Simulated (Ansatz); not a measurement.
Ideal-gas functions of BH3, SMILES `B` at 400 K and 1 bar, from an Ansatz frequency run at PBE0-D4/def2-TZVP.

Molar mass 13.84 g/mol, point group D3h (symmetry number 6), electronic degeneracy 1, moments of inertia 2.154, 2.154, 4.307 u Å². Harmonic wavenumbers (cm⁻¹, unscaled): 1147, 1190, 1190, 2557, 2697, 2697.

Use S(trans) = R[1.5 ln M + 2.5 ln T − 1.1517]; rotational temperatures θ = 24.2544 K / I; S(rot) = R[ln(√π/σ · √(T³/θAθBθC)) + 1.5]; for each mode x = 1.438777 ν̃/T, S = R[x/(eˣ − 1) − ln(1 − e⁻ˣ)] and H = RT x/(eˣ − 1); 1 cm⁻¹ = 0.0119627 kJ/mol; R = 8.31446 J/(mol·K).

Task: By hand: the entropy, in J/(mol·K).

Result: Translation 147.7. Rotation: θ = 11.2602, 11.2602, 5.6314 K, giving 49.7. Vibration, mode by mode: 0.70, 0.62, 0.62, 0.01, 0.01, 0.01, in all 1.9. Electronic 0.0. Sum 199.3 J/(mol·K).

Task: By hand: H − E and G − E in kJ/mol, counted from the electronic energy.

Result: Zero-point energy ½ × 11478 × 0.0119627 = 68.7; thermal vibration 0.6; translation, rotation and pV give 4 RT = 13.3. H − E = 82.6 kJ/mol, and G − E = 82.6 − 400 × 199.3/1000 = 2.9 kJ/mol.

Vibration gives 1 % of the entropy; all modes have x over 3 and are hardly excited.
